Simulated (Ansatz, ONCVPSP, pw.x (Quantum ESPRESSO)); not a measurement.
What a changed setting does to a pw.x run (fcc Al)

Potential: optimised norm-conserving Vanderbilt (ONCV), ONCVPSP 4.0.1, PBE; core [Ne], reference 3s2 3p1; waves: 3s: rc 1.90 bohr, ncon 3, nbas 5, qcut 2.9 1/bohr, 1 projector; 3p: rc 1.90 bohr, ncon 3, nbas 7, qcut 3.9 1/bohr, 1 projector; d scattering state at 0.09 Ha: rc 1.45 bohr, ncon 4, nbas 9, qcut 7.1 1/bohr, 2 projectors, debl 1.4 Ha; local part: polynomial inside 1.30 bohr (lpopt 4, dvloc0 0 Ha); core correction: Teter function, fcfact 2.75, rcfact 1.2.

The reference run (k-mesh 14³, cutoffs 50/200 Ry, Fermi–Dirac 0.01 Ry, mixing_beta 0.4, conv_thr 1e-9, no spin) gives -0.08 GPa at 16.527 Å³/atom, where all-electron LAPW gives -0.17 GPa. This run, with its own iteration cap, changes smearing to gauss.

```
&control
  calculation='scf', prefix='x', pseudo_dir='./', outdir='./tmp', tstress=.true., disk_io='none'
/
&system
  ibrav=0, nat=1, ntyp=1, ecutwfc=50, ecutrho=200, nbnd=8,
  occupations='smearing', smearing='gauss', degauss=0.01
/
&electrons
  conv_thr=1e-09, mixing_beta=0.4, electron_maxstep=50
/
ATOMIC_SPECIES
Al 1.0 Al.UPF
CELL_PARAMETERS angstrom
  0.00000000 2.02172157 2.02172157
  2.02172157 0.00000000 2.02172157
  2.02172157 2.02172157 0.00000000
ATOMIC_POSITIONS crystal
Al 0.0000 0.0000 0.0000
K_POINTS automatic
14 14 14 0 0 0
```

```bash
pw.x < Al.scf.in > Al.scf.out
```

**Question.** How does the run end?

**Answer.** It converges in 6 iterations; the free energy moves by +12.5 meV/atom and the pressure by -0.18 GPa. Gaussian smearing of the same width is narrower in effect than Fermi–Dirac, so its quadratic term in F is smaller.

```
Message from routine setup:
     using ibrav=0 with symmetry is DISCOURAGED, use correct ibrav instead
     lattice parameter (alat)  =       5.4030  a.u.
     unit-cell volume          =     111.5297 (a.u.)^3
     number of electrons       =         3.00
     number of Kohn-Sham states=            8
     kinetic-energy cutoff     =      50.0000  Ry
     charge density cutoff     =     200.0000  Ry
     scf convergence threshold =      1.0E-09
     Exchange-correlation= PBE
     number of k points=   104  Gaussian smearing, width (Ry)=  0.0100
     iteration #  1     ecut=    50.00 Ry     beta= 0.40
     total energy              =      -4.33106639 Ry
     estimated scf accuracy    <       0.00634418 Ry
     iteration #  2     ecut=    50.00 Ry     beta= 0.40
     total energy              =      -4.33043687 Ry
     estimated scf accuracy    <       0.00209005 Ry
     iteration #  3     ecut=    50.00 Ry     beta= 0.40
     total energy              =      -4.33048453 Ry
     estimated scf accuracy    <       0.00000262 Ry
     iteration #  4     ecut=    50.00 Ry     beta= 0.40
     total energy              =      -4.33048614 Ry
     estimated scf accuracy    <       0.00000003 Ry
     iteration #  5     ecut=    50.00 Ry     beta= 0.40
     total energy              =      -4.33048615 Ry
     estimated scf accuracy    <          3.9E-09 Ry
     iteration #  6     ecut=    50.00 Ry     beta= 0.40
     the Fermi energy is     7.8962 ev
!    total energy              =      -4.33048616 Ry
     estimated scf accuracy    <          9.8E-11 Ry
     smearing contrib. (-TS)   =      -0.00035665 Ry
     The total energy is F=E-TS. E is the sum of the following terms:
     one-electron contribution =       2.88339866 Ry
     hartree contribution      =       0.00752849 Ry
     xc contribution           =      -1.82074802 Ry
     ewald contribution        =      -5.40030864 Ry
     convergence has been achieved in   6 iterations
          total   stress  (Ry/bohr**3)                   (kbar)     P=       -2.61
     Message from routine punch:
     Nothing written, as per user request (disk_io='none')
```

The run took about 6.5 s on one core of a shared host (Intel(R) Xeon(R) Processor @ 2.60GHz, 24 threads, 32 GiB, load 12).
